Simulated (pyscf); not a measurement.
Routes from `[OH][AsH2]` + `[SiH2]` [singlet]

Candidate steps break at most two bonds and form at most two. Each was searched with GFN2-xTB (tblite) first. Single points on ωB97X-D3(BJ)/def2-SVP structures (PySCF, gas phase). MP2 and CC: frozen core, UHF for open shells. ΔMP2 is the change of the MP2 total energy from the triple- to the quadruple-zeta basis. Energies: CCSD(T)/def2-TZVPP + ΔMP2(QZVPP), kcal/mol, from the separated reactants, singlet surface; ΔG‡ with ideal gas, 1 atm, RRHO with modes under 100 cm⁻¹ raised to 100, one conformer, R ln 2 for chiral ones without a mode under 150 cm⁻¹.

```tsv
products	type	ΔE‡	ΔE	ΔG‡ 298 K	ΔG‡ 900 K	ν‡ (cm⁻¹)
HO–SiH₂–AsH₂	insertion	-15.0	-91.1	-2.7	19.2	332i
O=AsH + SiH₄	concerted two-bond exchange	6.5	-19.7	15.2	36.9	1411i
```

Row 1: On the reactant side the descent ends in an adduct with a O–Si contact, 22.4 kcal/mol under the separated species and 2.7 kcal/mol under the saddle at ωB97X-D3(BJ)/def2-TZVP. Row 2: On the reactant side the descent ends in a bound adduct, 15.2 kcal/mol under the separated species and 18.7 kcal/mol under the saddle at ωB97X-D3(BJ)/def2-TZVP. 

Plain bond fissions and candidates not yet searched are not listed, and one of them may be faster. Each barrier is that of the saddle found; lower ones may exist. The CCSD(T) − MP2 part came from Ansatz, without density fitting, on the same reference. The frozen core leaves the outer d or s,p core shells of the metals and heavy elements correlated in the MP2 and CC values, and def2-TZVPP describes them poorly, which can shift differences by a few kcal/mol. Elements up to Kr have no core potential and no relativistic terms here.
